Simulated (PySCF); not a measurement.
Gas-phase reaction: 2 CH₃SH + 4 C₃H₄ (allene) = 2 CS + 3 C₄H₈ (cyclic)

Method: PySCF energies (xtb for GFN2) plus ideal-gas RRHO corrections (1 bar). † marks an energy on the PBE0/def2-TZVP geometry and frequencies; other levels use their own. 6-31G* has spherical d functions here. All species are closed-shell singlets. B3LYP is the form with VWN-RPA correlation. The harmonic model lacks anharmonicity and excited electronic states, which grow with temperature; levels with a mode under 35 cm⁻¹ are left out. Internal rotation in CH₃SH is treated as a harmonic vibration of one conformer, which makes the entropy rough.

```csv
level,"ΔE electronic, kJ","ΔH°(298 K), kJ","ΔS°(298 K), J/K","ΔG°(1800 K), kJ"
B3LYP/6-31G*,-84,-33,-263,483
BLYP/def2-TZVP†,58,110,-266,635
GFN2-xTB,-219,-150,-259,378
HF/6-31G*,-145,-92,-261,424
PBE/def2-SVP,-108,-55,-266,469
r2SCAN/def2-TZVP†,-51,1,-266,525
ωB97X-V/def2-TZVP†,-139,-87,-266,437
```
ΔH° is lowest at GFN2-xTB and highest at BLYP/def2-TZVP†. No reference value is set beside these.
